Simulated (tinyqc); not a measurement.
Inside a calculation. Method: extended Hueckel theory, for CO. Computed by tinyqc, a small Python program that keeps every step (integrals from PySCF). Settings: charge = 0, K = 2.0, weighted = 1, multiplicity = 1. Command: `OMP_NUM_THREADS=1 python tinyqc.py 30519 30520 out.jsonl` (the two numbers bound the seeds that draw the settings). One thread of a shared host (Intel(R) Xeon(R) Processor @ 2.60GHz), about 0.01 s of CPU time with the checks.

## Overlaps

Geometry (angstrom):

| atom | x | y | z |
|---|---|---|---|
| C | 0.000000 | 0.000000 | 0.000000 |
| O | 0.000000 | 0.000000 | 1.056000 |

Parameters chosen for this run:

| element | shell | Slater exponent | H_ii (eV) |
|---|---|---|---|
| O | 2s | 2.275000 | -32.300000 |
| O | 2p | 2.275000 | -14.800000 |
| C | 2s | 1.625000 | -21.400000 |
| C | 2p | 1.625000 | -11.400000 |

Slater orbitals, each expanded in six Gaussians scaled to its exponent.

overlap S:
```
            1C 2s    1C 2px    1C 2py     1C 2pz     2O 2s    2O 2px    2O 2py     2O 2pz
1C 2s    1.000000  0.000000  0.000000   0.000000  0.465849  0.000000  0.000000  -0.347092
1C 2px   0.000000  1.000000  0.000000   0.000000  0.000000  0.294036  0.000000   0.000000
1C 2py   0.000000  0.000000  1.000000   0.000000  0.000000  0.000000  0.294036   0.000000
1C 2pz   0.000000  0.000000  0.000000   1.000000  0.531048  0.000000  0.000000  -0.279768
2O 2s    0.465849  0.000000  0.000000   0.531048  1.000000  0.000000  0.000000   0.000000
2O 2px   0.000000  0.294036  0.000000   0.000000  0.000000  1.000000  0.000000   0.000000
2O 2py   0.000000  0.000000  0.294036   0.000000  0.000000  0.000000  1.000000   0.000000
2O 2pz  -0.347092  0.000000  0.000000  -0.279768  0.000000  0.000000  0.000000   1.000000
```

## Wolfsberg-Helmholz matrix

diagonal H_ii (eV): 1C 2s -21.400000, 1C 2px -11.400000, 1C 2py -11.400000, 1C 2pz -11.400000, 2O 2s -32.300000, 2O 2px -14.800000, 2O 2py -14.800000, 2O 2pz -14.800000

K = 2.000000

H_ij = K' S_ij (H_ii + H_jj)/2 for i != j (the diagonal keeps H_ii), with K' = K + D^2 + D^4 (1 - K), D = (H_ii - H_jj)/(H_ii + H_jj), K = 2.

H (eV):
```
             1C 2s      1C 2px      1C 2py      1C 2pz       2O 2s      2O 2px      2O 2py      2O 2pz
1C 2s   -21.400000    0.000000    0.000000    0.000000  -25.510215    0.000000    0.000000   12.766630
1C 2px    0.000000  -11.400000    0.000000    0.000000    0.000000   -7.767523    0.000000    0.000000
1C 2py    0.000000    0.000000  -11.400000    0.000000    0.000000    0.000000   -7.767523    0.000000
1C 2pz    0.000000    0.000000    0.000000  -11.400000  -25.253825    0.000000    0.000000    7.390600
2O 2s   -25.510215    0.000000    0.000000  -25.253825  -32.300000    0.000000    0.000000    0.000000
2O 2px    0.000000   -7.767523    0.000000    0.000000    0.000000  -14.800000    0.000000    0.000000
2O 2py    0.000000    0.000000   -7.767523    0.000000    0.000000    0.000000  -14.800000    0.000000
2O 2pz   12.766630    0.000000    0.000000    7.390600    0.000000    0.000000    0.000000  -14.800000
```

## Orbitals

valence electrons = 10

Solve H C = S C e through S^(-1/2); fill by pairs from the bottom, a degenerate level sharing its electrons equally; each orbital has its largest coefficient positive (the first on a tie).

orbital energies (eV): -37.466485  -19.405928  -16.480301  -16.480301  -12.715101  -7.199089  -7.199089  97.488422

occupations: 2.000000  2.000000  2.000000  2.000000  2.000000  0.000000  0.000000  0.000000

coefficients:
```
             MO1        MO2       MO3        MO4        MO5        MO6        MO7        MO8
1C 2s   0.357490  -0.581014  0.000000   0.000000   0.435280   0.000000   0.000000  -1.200666
1C 2px  0.000000   0.000000  0.095841   0.434732   0.000000  -0.367458   0.872603   0.000000
1C 2py  0.000000   0.000000  0.434732  -0.095841   0.000000   0.872603   0.367458   0.000000
1C 2pz  0.149235   0.391895  0.000000   0.000000  -0.570386   0.000000   0.000000  -1.292265
2O 2s   0.712207   0.287815  0.000000   0.000000   0.103509   0.000000   0.000000   1.423039
2O 2px  0.000000   0.000000  0.166649   0.755914   0.000000   0.273179  -0.648718   0.000000
2O 2py  0.000000   0.000000  0.755914  -0.166649   0.000000  -0.648718  -0.273179   0.000000
2O 2pz  0.024102   0.593888  0.000000   0.000000   0.695266   0.000000   0.000000  -0.897261
```

sum of one-electron energies = -205.096234 eV

Within a degenerate level the vectors are fixed only up to a rotation; this is one choice.

## Mulliken analysis

P = C n C^T; charge = valence electrons (O 6, C 4) minus the sum of (P S)_ii on the atom; overlap population = 2 sum P_ij S_ij between two atoms.

charges: 1C 0.083433, 2O -0.083433

Overlap populations:

| pair | value |
|---|---|
| 2-1 | 1.623563 |
